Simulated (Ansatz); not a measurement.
**C2H3Si− (SMILES C=C=[SiH-]): energies and forces away from the minimum**

How good are functionals off equilibrium? 2 randomly displaced structures are computed with CCSD(T) and cheaper methods.

Method: single points with forces in def2-TZVPPD; program: Ansatz 0.2.0, Gaussian basis.

Levels: PBE-D4, r2SCAN-D4, PBE0-D4, wB97M-V, Hartree-Fock, MP2, CCSD, CCSD(T). Each coordinate is moved by a Gaussian draw of the width named (0.7 of it for atoms other than hydrogen): 0.09, 0.12 Å.

Cores are frozen in the correlated methods.

41 further runs of the same task are left out: 41 set aside as unsound or not needed.

## (1) Starting geometry

The minimum, relaxed at PBE0-D4: 6 atoms, charge -1, spin multiplicity 1.

Atoms are counted from 1 here; the program's logs count them from 0.

Bond lengths: C1–C2 1.321 Å, C1–H4 1.096 Å, C1–H5 1.096 Å, C2–Si3 1.735 Å, Si3–H6 1.546 Å. Angles: C2–C1–H4 122.8°, C2–C1–H5 122.8°, H4–C1–H5 114.4°, C1–C2–Si3 173.5°, C2–Si3–H6 95.4°.

As a file:

```
C    -0.72389   -0.00347   -0.83724
C     0.00006    0.15152    0.25657
Si    0.81444    0.48344    1.75216
H    -1.50942   -0.76190   -0.92635
H    -0.57925    0.60655   -1.73567
H     1.99806   -0.47615    1.49054
```

Energies of the minimum (eV), from earlier single points: PBE-D4 -9992.97435, r2SCAN-D4 -9997.61567, PBE0-D4 -9993.69161, B3LYP-D4 -10000.64124, wB97M-V -9998.02686, CCSD(T) -9982.72078.

## (2) Structure 1, width 0.09 Å

Input file pbe-tzvppd/in.yaml:

```yaml
crystal:
  periodic: [false, false, false]
  atoms:
    - {symbol: C, position_ang: [-0.680519, -0.010686, -0.729573]}
    - {symbol: C, position_ang: [0.084947, 0.256229, 0.237014]}
    - {symbol: Si, position_ang: [0.883717, 0.556814, 1.790468]}
    - {symbol: H, position_ang: [-1.377049, -0.778994, -0.938335]}
    - {symbol: H, position_ang: [-0.658360, 0.594280, -1.793650]}
    - {symbol: H, position_ang: [1.995390, -0.680030, 1.528816]}
basis:
  gaussian: {orbitals: "def2-TZVPPD.json"}
total_charge: -1
hamiltonian: {xc: pbe, dispersion: d4}
output: {forces: true}
```

r2scan-tzvppd/in.yaml, as changes to pbe-tzvppd/in.yaml:

```diff
-hamiltonian: {xc: pbe, dispersion: d4}
+hamiltonian: {xc: r2scan, dispersion: d4}
```

pbe0-tzvppd/in.yaml:

```diff
-hamiltonian: {xc: pbe, dispersion: d4}
-output: {forces: true}
+hamiltonian: {xc: pbe0, dispersion: d4}
+output: {forces: true, orbitals: {seedname: orbitals}}
```

wb97mv-tzvppd/in.yaml:

```diff
-hamiltonian: {xc: pbe, dispersion: d4}
+hamiltonian: {xc: {name: wB97M-V}}
```

ccsdt-tzvppd/in.yaml:

```diff
-hamiltonian: {xc: pbe, dispersion: d4}
+correlation: {method: ccsd_t}
```

The basis file named in the input lies beside it (Basis Set Exchange, JSON).

Each run has its own folder and the same command.

Command:

```
ansatz run in.yaml --threads 2 --pin off --events-out ev --progress --plain --max-ram 4352MiB
```

Output in pbe-tzvppd:

```text
Functional definition: PBE
  name "PBE"
  cite "Perdew, Burke & Ernzerhof, Phys. Rev. Lett. 77, 3865 (1996) doi:10.1103/PhysRevLett.77.3865"
  parent pbe
  parameter kappa = 0.804
  parameter beta = 0.06672455060314922
  exchange = pbe_x(kappa = kappa, mu = beta*pi^2/3)
  correlation = pbe_c(beta = beta)
830 factors; their error is unknown
mean field evaluation 1: about -9987.9324 eV, gradient 4.0e1 eV
mean field evaluation 2: about -9961.5173 eV, gradient 9.4e1 eV
mean field evaluation 4: about -9991.8652 eV, gradient 1.2e1 eV
mean field evaluation 8: about -9992.3231 eV, gradient 1.1e-1 eV
mean field evaluation 16: about -9992.3021 eV, gradient 7.8e-3 eV
mean field -9992.30206483 eV, -367.2103278570 hartree, gradient 1.4e-5 eV, S^2 0.000000; 0 other end points of the search recorded, 0 dependent functions left out
the calculation of the forces begins
reference -9992.30210715 eV, -367.2103294120 hartree; 15, 15 occupied and 158, 158 virtual orbitals, 830 factors
Total energy: -9992.43597342 eV, -367.2152489070 hartree
Atom 0 at    -0.680519    -0.010686    -0.729573 Å, force    -1.313684     1.529276    -5.549330 eV/Å
Atom 1 at     0.084947     0.256229     0.237014 Å, force     2.122732     0.501107     3.725529 eV/Å
Atom 2 at     0.883717     0.556814     1.790468 Å, force     0.497949    -0.996023    -0.561721 eV/Å
Atom 3 at    -1.377049    -0.778994    -0.938335 Å, force    -1.110924    -1.256487     0.547141 eV/Å
Atom 4 at    -0.658360     0.594280    -1.793650 Å, force     0.321385    -0.734188     1.689444 eV/Å
Atom 5 at     1.995390    -0.680030     1.528816 Å, force    -0.517457     0.956316     0.148937 eV/Å
Dipole moment:    -0.322181    -0.116774    -0.361424 e Å
```

Log of r2scan-tzvppd, shortened:

```text
Functional definition: r2SCAN
  name "r2SCAN"
  cite "Furness, Kaplan, Ning, Perdew & Sun, J. Phys. Chem. Lett. 11, 8208 (2020) doi:10.1021/acs.jpclett.0c02405"
  cite "Furness, Kaplan, Ning, Perdew & Sun, J. Phys. Chem. Lett. 11, 9248 (2020) doi:10.1021/acs.jpclett.0c03077"
  parent r2scan
[...]
830 factors; their error is unknown
[...]
mean field -9997.00658400 eV, -367.3832157475 hartree, gradient 7.9e-5 eV, S^2 0.000000; 0 other end points of the search recorded, 0 dependent functions left out
[...]
reference -9997.00659733 eV, -367.3832162375 hartree; 15, 15 occupied and 158, 158 virtual orbitals, 830 factors
Total energy: -9997.03815681 eV, -367.3843760270 hartree
Atom 0 at    -0.680519    -0.010686    -0.729573 Å, force    -1.216482     1.566244    -5.519973 eV/Å
Atom 1 at     0.084947     0.256229     0.237014 Å, force     1.948344     0.439693     3.655924 eV/Å
Atom 2 at     0.883717     0.556814     1.790468 Å, force     0.474226    -1.177112    -0.847762 eV/Å
Atom 3 at    -1.377049    -0.778994    -0.938335 Å, force    -0.951358    -1.088580     0.651987 eV/Å
Atom 4 at    -0.658360     0.594280    -1.793650 Å, force     0.351503    -0.825221     1.882760 eV/Å
Atom 5 at     1.995390    -0.680030     1.528816 Å, force    -0.606233     1.084975     0.177064 eV/Å
Dipole moment:    -0.328015    -0.130193    -0.386429 e Å
```

pbe0-tzvppd printed, shortened:

```text
Functional definition: PBE0
  name "PBE0"
  cite "Adamo & Barone, J. Chem. Phys. 110, 6158 (1999) doi:10.1063/1.478522"
[... 2 set-up lines as earlier in the session ...]
[...]
847 factors; their error is unknown
[...]
mean field -9992.99257530 eV, -367.2357036485 hartree, gradient 1.3e-5 eV, S^2 0.000000; 0 other end points of the search recorded, 0 dependent functions left out
[...]
reference -9992.99260741 eV, -367.2357048285 hartree; 15, 15 occupied and 158, 158 virtual orbitals, 847 factors
Total energy: -9993.10485115 eV, -367.2398297101 hartree
Atom 0 at    -0.680519    -0.010686    -0.729573 Å, force    -1.150926     1.620239    -5.597074 eV/Å
Atom 1 at     0.084947     0.256229     0.237014 Å, force     1.918006     0.471740     3.691848 eV/Å
Atom 2 at     0.883717     0.556814     1.790468 Å, force     0.449489    -1.219750    -0.948293 eV/Å
Atom 3 at    -1.377049    -0.778994    -0.938335 Å, force    -0.953632    -1.097054     0.675245 eV/Å
Atom 4 at    -0.658360     0.594280    -1.793650 Å, force     0.355304    -0.870318     1.993304 eV/Å
Atom 5 at     1.995390    -0.680030     1.528816 Å, force    -0.618241     1.095144     0.184970 eV/Å
Dipole moment:    -0.320528    -0.116577    -0.359458 e Å
```

Output in wb97mv-tzvppd, shortened:

```text
Functional definition: wB97M-V
  name "wB97M-V"
  cite "Mardirossian & Head-Gordon, J. Chem. Phys. 144, 214110 (2016) doi:10.1063/1.4952647"
  cite "Becke, J. Chem. Phys. 107, 8554 (1997) doi:10.1063/1.475007"
  cite "Vydrov & Van Voorhis, J. Chem. Phys. 133, 244103 (2010) doi:10.1063/1.3521275"
  # Of w^i u^j: cxij and so on, Table III.
[...]
  gx(w, u) = 1 - cx + cx01*u + cx10*w
  gss(w, u) = css00 + css04*u^4 + css10*w + css20*w^2 + css43*w^4*u^3
  gos(w, u) = cos00 + cos10*w + (cos20 + cos21*u)*w^2 + (cos60 + cos61*u)*w^6
[...]
      + integral(e_c_pw_mod_opposite_spin*gos(b97_w_opposite, b97_u_opposite)) + vv10(b, c)
835 factors; their error is unknown
242 factors; integrals over basis functions are off by at most 2.0e-5 eV
[...]
mean field -9997.41495654 eV, -367.3982231618 hartree, gradient 4.9e-5 eV, S^2 0.000000; 0 other end points of the search recorded, 0 dependent functions left out
[...]
reference -9997.41500953 eV, -367.3982251090 hartree; 15, 15 occupied and 158, 158 virtual orbitals, 835 factors
Total energy: -9997.41500953 eV, -367.3982251090 hartree
Atom 0 at    -0.680519    -0.010686    -0.729573 Å, force    -1.272885     1.550613    -5.822792 eV/Å
Atom 1 at     0.084947     0.256229     0.237014 Å, force     1.977751     0.535674     3.841114 eV/Å
Atom 2 at     0.883717     0.556814     1.790468 Å, force     0.462542    -1.285183    -1.023637 eV/Å
Atom 3 at    -1.377049    -0.778994    -0.938335 Å, force    -0.889508    -1.040111     0.734495 eV/Å
Atom 4 at    -0.658360     0.594280    -1.793650 Å, force     0.372664    -0.893430     2.075070 eV/Å
Atom 5 at     1.995390    -0.680030     1.528816 Å, force    -0.650564     1.132436     0.195750 eV/Å
Dipole moment:    -0.322011    -0.090226    -0.317218 e Å
```

Output in ccsdt-tzvppd, shortened:

```text
Functional definition: HF
  name "HF"
  cite "Fock, Z. Phys. 61, 126 (1930) doi:10.1007/BF01340294"
[... 1 set-up line as earlier in the session ...]
[...]
1001 factors; integrals over basis functions are off by at most 9.1e-4 eV
[...]
mean field -9968.33165488 eV, -366.3294315391 hartree, gradient 3.0e-6 eV, S^2 0.000000; 0 other end points of the search recorded, 0 dependent functions left out; unrestricted orbitals would lower it
[...]
7 core orbitals not correlated: weight in the atoms' cores, before any rotation towards them, 1.000 or more for the frozen orbitals, at most 0.000 for the correlated occupied ones
reference -9968.33165488 eV, -366.3294315391 hartree; 8, 8 occupied and 158, 158 virtual orbitals, 1001 factors
second order -12.22866105 eV of doubles, -0.00000000 eV of singles
cycle   1  -12.48170525 eV  change   -2.5e-1 eV  update   1.0e-1
[...]
cycle  13  -13.00736639 eV  change   -5.5e-6 eV  update   3.5e-6
perturbative correction -0.74981068 eV, -0.0275550342 hartree
[...]
working
working
Total energy: -9982.08883195 eV, -366.8349984714 hartree
Atom 0 at    -0.680519    -0.010686    -0.729573 Å, force    -1.803719     1.402252    -6.421676 eV/Å
Atom 1 at     0.084947     0.256229     0.237014 Å, force     2.266808     0.605123     3.956495 eV/Å
Atom 2 at     0.883717     0.556814     1.790468 Å, force     0.722511    -1.164437    -0.480987 eV/Å
Atom 3 at    -1.377049    -0.778994    -0.938335 Å, force    -0.922480    -1.100302     0.720049 eV/Å
Atom 4 at    -0.658360     0.594280    -1.793650 Å, force     0.371932    -0.858058     2.018692 eV/Å
Atom 5 at     1.995390    -0.680030     1.528816 Å, force    -0.635051     1.115421     0.207427 eV/Å
Dipole moment:    -0.345400    -0.113313    -0.394375 e Å
```

Wall times: 3.3 s (pbe-tzvppd), 6.5 s (r2scan-tzvppd), 4.1 s (pbe0-tzvppd), 15 s (wb97mv-tzvppd), 3.1 min (ccsdt-tzvppd) on 2 threads of Arm Neoverse N1, shared host; peak memory 2.7 GiB.

```
   method  RMS force component (eV/Å)  RMS error against CCSD(T) (eV/Å)  angle to CCSD(T) forces (°)
   PBE-D4                       1.869                             0.283                          5.0
r2SCAN-D4                       1.864                             0.301                          5.6
  PBE0-D4                       1.892                             0.304                          6.5
  wB97M-V                       1.961                             0.253                          6.1
  CCSD(T)                       2.094                         reference                    reference
```

## (3) Structure 2, width 0.12 Å

Input file pbe-tzvppd/in.yaml:

```yaml
crystal:
  periodic: [false, false, false]
  atoms:
    - {symbol: C, position_ang: [-0.562013, 0.068739, -0.860206]}
    - {symbol: C, position_ang: [0.060061, 0.279491, 0.308350]}
    - {symbol: Si, position_ang: [0.648890, 0.369515, 1.803190]}
    - {symbol: H, position_ang: [-1.568826, -0.595508, -0.567210]}
    - {symbol: H, position_ang: [-0.498423, 0.592562, -1.733570]}
    - {symbol: H, position_ang: [1.986911, -0.556784, 1.309683]}
basis:
  gaussian: {orbitals: "def2-TZVPPD.json"}
total_charge: -1
hamiltonian: {xc: pbe, dispersion: d4}
output: {forces: true}
```

r2scan-tzvppd/in.yaml, as changes to pbe-tzvppd/in.yaml:

```diff
-hamiltonian: {xc: pbe, dispersion: d4}
+hamiltonian: {xc: r2scan, dispersion: d4}
```

pbe0-tzvppd/in.yaml:

```diff
-hamiltonian: {xc: pbe, dispersion: d4}
-output: {forces: true}
+hamiltonian: {xc: pbe0, dispersion: d4}
+output: {forces: true, orbitals: {seedname: orbitals}}
```

wb97mv-tzvppd/in.yaml:

```diff
-hamiltonian: {xc: pbe, dispersion: d4}
+hamiltonian: {xc: {name: wB97M-V}}
```

ccsdt-tzvppd/in.yaml:

```diff
-hamiltonian: {xc: pbe, dispersion: d4}
+correlation: {method: ccsd_t}
```

The same command starts each run, in its folder.

Command:

```
ansatz run in.yaml --threads 2 --pin off --events-out ev --progress --plain --max-ram 4352MiB
```

pbe-tzvppd printed, shortened:

```text
[... 4 set-up lines as earlier in the session ...]
[...]
830 factors; their error is unknown
[...]
mean field -9991.75076490 eV, -367.1900679580 hartree, gradient 3.2e-5 eV, S^2 0.000000; 0 other end points of the search recorded, 0 dependent functions left out
[...]
reference -9991.75080891 eV, -367.1900695754 hartree; 15, 15 occupied and 158, 158 virtual orbitals, 830 factors
Total energy: -9991.88972213 eV, -367.1951745421 hartree
Atom 0 at    -0.562013     0.068739    -0.860206 Å, force    -2.823454    -2.774276     4.524559 eV/Å
Atom 1 at     0.060061     0.279491     0.308350 Å, force    -1.439498    -0.212523    -5.125070 eV/Å
Atom 2 at     0.648890     0.369515     1.803190 Å, force     3.099793    -0.038862     4.238712 eV/Å
Atom 3 at    -1.568826    -0.595508    -0.567210 Å, force     2.058701     1.129571    -1.727972 eV/Å
Atom 4 at    -0.498423     0.592562    -1.733570 Å, force     0.044708     1.465965    -2.527843 eV/Å
Atom 5 at     1.986911    -0.556784     1.309683 Å, force    -0.940250     0.430125     0.617614 eV/Å
Dipole moment:    -0.306297    -0.009210    -0.422545 e Å
```

Output in r2scan-tzvppd, shortened:

```text
[... 5 set-up lines as earlier in the session ...]
[...]
830 factors; their error is unknown
[...]
mean field -9996.47132938 eV, -367.3635455032 hartree, gradient 5.1e-5 eV, S^2 0.000000; 0 other end points of the search recorded, 0 dependent functions left out
[...]
reference -9996.47134304 eV, -367.3635460050 hartree; 15, 15 occupied and 158, 158 virtual orbitals, 830 factors
Total energy: -9996.50358446 eV, -367.3647308555 hartree
Atom 0 at    -0.562013     0.068739    -0.860206 Å, force    -2.808404    -2.715555     4.778086 eV/Å
Atom 1 at     0.060061     0.279491     0.308350 Å, force    -1.550664    -0.242504    -5.280162 eV/Å
Atom 2 at     0.648890     0.369515     1.803190 Å, force     3.158905    -0.130534     3.943114 eV/Å
Atom 3 at    -1.568826    -0.595508    -0.567210 Å, force     2.241371     1.234804    -1.817353 eV/Å
Atom 4 at    -0.498423     0.592562    -1.733570 Å, force     0.027761     1.350052    -2.306787 eV/Å
Atom 5 at     1.986911    -0.556784     1.309683 Å, force    -1.068969     0.503736     0.683103 eV/Å
Dipole moment:    -0.310137    -0.017202    -0.442169 e Å
```

pbe0-tzvppd printed, shortened:

```text
[... 5 set-up lines as earlier in the session ...]
[...]
847 factors; their error is unknown
[...]
mean field -9992.45739516 eV, -367.2160361411 hartree, gradient 2.8e-5 eV, S^2 0.000000; 0 other end points of the search recorded, 0 dependent functions left out
[...]
reference -9992.45742808 eV, -367.2160373509 hartree; 15, 15 occupied and 158, 158 virtual orbitals, 847 factors
Total energy: -9992.57360575 eV, -367.2203068015 hartree
Atom 0 at    -0.562013     0.068739    -0.860206 Å, force    -2.845471    -2.718564     4.988142 eV/Å
Atom 1 at     0.060061     0.279491     0.308350 Å, force    -1.632780    -0.258249    -5.438279 eV/Å
Atom 2 at     0.648890     0.369515     1.803190 Å, force     3.161793    -0.150775     3.918693 eV/Å
Atom 3 at    -1.568826    -0.595508    -0.567210 Å, force     2.327733     1.268057    -1.827835 eV/Å
Atom 4 at    -0.498423     0.592562    -1.733570 Å, force     0.069097     1.346783    -2.321673 eV/Å
Atom 5 at     1.986911    -0.556784     1.309683 Å, force    -1.080372     0.512749     0.680951 eV/Å
Dipole moment:    -0.310980    -0.008599    -0.418998 e Å
```

wb97mv-tzvppd printed, shortened:

```text
[... 5 set-up lines as earlier in the session ...]
  # Of w^i u^j: cxij and so on, Table III.
[...]
  gx(w, u) = 1 - cx + cx01*u + cx10*w
  gss(w, u) = css00 + css04*u^4 + css10*w + css20*w^2 + css43*w^4*u^3
  gos(w, u) = cos00 + cos10*w + (cos20 + cos21*u)*w^2 + (cos60 + cos61*u)*w^6
[...]
      + integral(e_c_pw_mod_opposite_spin*gos(b97_w_opposite, b97_u_opposite)) + vv10(b, c)
835 factors; their error is unknown
242 factors; integrals over basis functions are off by at most 1.9e-5 eV
[...]
mean field -9996.90088316 eV, -367.3793313134 hartree, gradient 4.4e-5 eV, S^2 0.000000; 0 other end points of the search recorded, 0 dependent functions left out
[...]
reference -9996.90093690 eV, -367.3793332882 hartree; 15, 15 occupied and 158, 158 virtual orbitals, 835 factors
Total energy: -9996.90093690 eV, -367.3793332882 hartree
Atom 0 at    -0.562013     0.068739    -0.860206 Å, force    -2.893132    -2.696278     4.935359 eV/Å
Atom 1 at     0.060061     0.279491     0.308350 Å, force    -1.654628    -0.221042    -5.493596 eV/Å
Atom 2 at     0.648890     0.369515     1.803190 Å, force     3.215647    -0.186659     3.923537 eV/Å
Atom 3 at    -1.568826    -0.595508    -0.567210 Å, force     2.355376     1.272550    -1.839582 eV/Å
Atom 4 at    -0.498423     0.592562    -1.733570 Å, force     0.096105     1.295189    -2.217617 eV/Å
Atom 5 at     1.986911    -0.556784     1.309683 Å, force    -1.119368     0.536241     0.691900 eV/Å
Dipole moment:    -0.322715     0.010838    -0.385469 e Å
```

ccsdt-tzvppd printed, shortened:

```text
[... 4 set-up lines as earlier in the session ...]
[...]
1001 factors; integrals over basis functions are off by at most 7.5e-4 eV
[...]
mean field -9967.74084803 eV, -366.3077197877 hartree, gradient 3.5e-6 eV, S^2 0.000000; 0 other end points of the search recorded, 0 dependent functions left out; unrestricted orbitals would lower it
7 core orbitals not correlated: weight in the atoms' cores, before any rotation towards them, 1.000 or more for the frozen orbitals, at most 0.000 for the correlated occupied ones
reference -9967.74084803 eV, -366.3077197877 hartree; 8, 8 occupied and 158, 158 virtual orbitals, 1001 factors
second order -12.27637343 eV of doubles, -0.00000000 eV of singles
cycle   1  -12.52738806 eV  change   -2.5e-1 eV  update   1.0e-1
[...]
cycle  14  -13.04806490 eV  change   -1.9e-6 eV  update   1.9e-6
perturbative correction -0.74989490 eV, -0.0275581293 hartree
[...]
working
working
[...]
Total energy: -9981.53880783 eV, -366.8147854576 hartree
Atom 0 at    -0.562013     0.068739    -0.860206 Å, force    -3.194715    -2.853631     4.257333 eV/Å
Atom 1 at     0.060061     0.279491     0.308350 Å, force    -1.511454    -0.086067    -5.304523 eV/Å
Atom 2 at     0.648890     0.369515     1.803190 Å, force     3.410666    -0.163238     4.460851 eV/Å
Atom 3 at    -1.568826    -0.595508    -0.567210 Å, force     2.278789     1.246742    -1.826158 eV/Å
Atom 4 at    -0.498423     0.592562    -1.733570 Å, force     0.080034     1.337518    -2.299168 eV/Å
Atom 5 at     1.986911    -0.556784     1.309683 Å, force    -1.063319     0.518677     0.711665 eV/Å
Dipole moment:    -0.333588    -0.004249    -0.453617 e Å
```

Times: 3.1 s (pbe-tzvppd), 6.5 s (r2scan-tzvppd), 4.1 s (pbe0-tzvppd), 15 s (wb97mv-tzvppd), 3.2 min (ccsdt-tzvppd) on 2 threads of Arm Neoverse N1, shared host; peak memory 2.7 GiB.

```
   method  RMS force component (eV/Å)  RMS error against CCSD(T) (eV/Å)  angle to CCSD(T) forces (°)
   PBE-D4                       2.479                             0.183                          3.8
r2SCAN-D4                       2.504                             0.211                          4.6
  PBE0-D4                       2.555                             0.247                          5.5
  wB97M-V                       2.559                             0.235                          5.3
  CCSD(T)                       2.555                         reference                    reference
```

## (4) All structures together

Energy above the minimum (kJ/mol):

```
structure  width (Å)  PBE-D4  r2SCAN-D4  PBE0-D4  wB97M-V  Hartree-Fock    MP2   CCSD  CCSD(T)
        1       0.09    51.9       55.7     56.6     59.0          65.1   63.6   61.8     61.0
        2       0.12   104.7      107.3    107.9    108.6         122.1  116.0  114.9    114.0
```

What each level costs and misses (shared host):

```
      method  mean energy error from CCSD(T) (kJ/mol)        mean time a point
      PBE-D4                                      9.2                    3.2 s
   r2SCAN-D4                                      6.0                    6.5 s
     PBE0-D4                                      5.3                    4.1 s
     wB97M-V                                      3.7                     15 s
Hartree-Fock                                      6.1  part of the CCSD(T) run
         MP2                                      2.3  part of the CCSD(T) run
        CCSD                                      0.8  part of the CCSD(T) run
     CCSD(T)                                        0                  3.2 min
```

For cost: wB97M-V comes within 3.7 kJ/mol at 15 s a point, where CCSD(T) needs 3.2 min.

## (5) Summary of results

| quantity | value |
| --- | --- |
| energy above the minimum, CCSD(T) | 61.0, 114.0 kJ/mol |
| mean energy error | PBE-D4 9.2, r2SCAN-D4 6.0, PBE0-D4 5.3, wB97M-V 3.7, Hartree-Fock 6.1, MP2 2.3, CCSD 0.8 kJ/mol |
| mean RMS force error | PBE-D4 0.233, r2SCAN-D4 0.256, PBE0-D4 0.275, wB97M-V 0.244 eV/Å |
| largest T1 diagnostic | 0.019 |

**Reading.** In energy CCSD is nearest to CCSD(T) and PBE-D4 farthest. For forces PBE-D4 is best, off by 10 % of the typical force, and PBE0-D4 worst (12 %); with few structures and a triple-zeta reference, gaps of a few points rank nothing. The restricted Hartree–Fock reference is unstable towards an unrestricted one at one or more of these structures.
